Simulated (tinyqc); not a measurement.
Worked calculation: Hueckel theory of the pi electrons, for the molecule C=C(O)O (SMILES; centres numbered as the heavy atoms are written). One step of it, computed by the program tinyqc.

Question. Orbitals. Diagonalise; E = alpha + x beta with beta < 0, so the largest x are filled first; degenerate levels share their electrons. P = sum n_i c_ri c_si; each orbital has its largest coefficient positive (the first on a tie).

Hueckel matrix in units of beta (H = alpha + beta A):
```
          1C        2C        3O        4O
1C  0.000000  1.000000  0.000000  0.000000
2C  1.000000  0.000000  0.800000  0.800000
3O  0.000000  0.800000  2.000000  0.000000
4O  0.000000  0.800000  0.000000  2.000000
```

pi electrons, sum of z_r less the charge = 6

Give: x values; occupations; coefficients; charge and bond-order matrix P.

Answer.

x values: 2.5829  2.0000  0.6355  -1.2184

occupations: 2.0000  2.0000  2.0000  0.0000

coefficients:
```
       MO1      MO2      MO3      MO4
1C  0.1746   0.0000   0.7712  -0.6122
2C  0.4510   0.0000   0.4901   0.7459
3O  0.6189   0.7071  -0.2873  -0.1854
4O  0.6189  -0.7071  -0.2873  -0.1854
```

charge and bond-order matrix P:
```
         1C      2C       3O       4O
1C   1.2504  0.9134  -0.2270  -0.2270
2C   0.9134  0.8871   0.2766   0.2766
3O  -0.2270  0.2766   1.9312  -0.0688
4O  -0.2270  0.2766  -0.0688   1.9312
```
